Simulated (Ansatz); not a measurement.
`C[O]`, charge 0, multiplicity 2.

**Question.** Give a relaxed structure at PBE0-D4/def2-TZVP (Ansatz). (Estimate.)

**Answer.** Computed: 
Z-matrix (Å, degrees):
```
C
O 1 1.355
H 1 1.100 2 113.5
H 1 1.108 2 105.3 3 -115.7
H 1 1.100 2 113.5 3 128.6
```
Point group C3v.
